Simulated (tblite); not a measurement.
Scan of CH₃, doublet: map of symmetric stretch and umbrella angle. Scanned: C-H bond length and angle between the C-H bonds and the threefold axis (90 = planar).

Cartesian coordinates as functions of the variables (Å; names that start with a are angles):
```
C  0  0  0
H  r*sin(a)*cos(0*2*pi/3+0)  r*sin(a)*sin(0*2*pi/3+0)  0+r*cos(a)
H  r*sin(a)*cos(1*2*pi/3+0)  r*sin(a)*sin(1*2*pi/3+0)  0+r*cos(a)
H  r*sin(a)*cos(2*2*pi/3+0)  r*sin(a)*sin(2*2*pi/3+0)  0+r*cos(a)
```

Level of theory: GFN2-xTB, 300 K electronic temperature (tblite 0.5.0).

Energy in kJ/mol above the lowest grid point; x is the C-H bond length (Å), y the angle between the C-H bonds and the threefold axis (90 = planar) (°).

```
y \ x   0.95      1   1.05   1.10   1.15   1.20   1.25   1.30   1.35
-----  -----  -----  -----  -----  -----  -----  -----  -----  -----
130    395.2  297.8  244.7  224.3  227.5  247.8  280.4  321.4  368.2
126    314.1  222.4  174.8  159.1  166.8  191.1  227.2  271.4  321.0
122    250.9  164.3  121.1  109.5  120.8  148.3  187.2  234.1  286.0
118    202.6  120.2   80.9   72.6   86.8  117.0  158.4  207.3  261.3
114    166.4   87.6   51.4   46.0   62.8   95.2  138.7  189.5  245.2
110    139.9   64.1   30.7   27.7   46.7   81.2  126.5  179.1  236.3
106    121.1   47.9   16.8   16.0   36.9   73.2  120.3  174.5  233.2
102    108.5   37.3    8.1    9.1   31.7   69.7  118.3  174.0  234.2
98     100.5   30.9    3.1    5.5   29.5   68.8  118.7  175.8  237.5
94      96.2   27.6    0.7    4.0   28.9   69.1  120.0  178.1  240.8
90      94.9   26.6    0.0    3.6   28.8   69.3  120.6  179.0  242.2
```

Points that lie below all their neighbours on the grid: x = 1.05, y = 90 on the edge of the grid (0.0 kJ/mol).
